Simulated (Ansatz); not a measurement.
System: C₂H₅S, net charge -1, singlet state. It need not be the lowest isomer of its formula. Whether it binds its extra electron was not tested at this geometry. 
Structure (B3LYP-D3(BJ)/def2-TZVP (Ansatz, an electronic-structure program) minimum search):
```xyz
8

C      1.5363     0.5721     0.3226
C      0.0520     0.8382     0.1250
S     -0.8544    -0.6662    -0.2513
H     -1.6138    -0.8588     0.8658
H     -0.1140     1.5068    -0.7277
H      2.0710     1.5309     0.4020
H      1.7283     0.0320     1.2607
H      2.0687    -0.0140    -0.4658
```
Charge -1, spin multiplicity 1.

Basis-set convergence of Hartree-Fock and MP2 correlation energies (hartree) with Ansatz. Correlated levels leave the core frozen unless marked. Spin-orbit coupling is left out. No relativistic terms.

```tsv
basis	functions	E(HF)	E(corr, MP2)
aug-cc-pV(D+d)Z	123	-476.11381	-0.46939
aug-cc-pV(T+d)Z	262	[?]	[?]
```

Q: Fill in the missing entries.

A: 
- aug-cc-pV(T+d)Z, E(HF): -476.14560
- aug-cc-pV(T+d)Z, E(corr, MP2): -0.56565
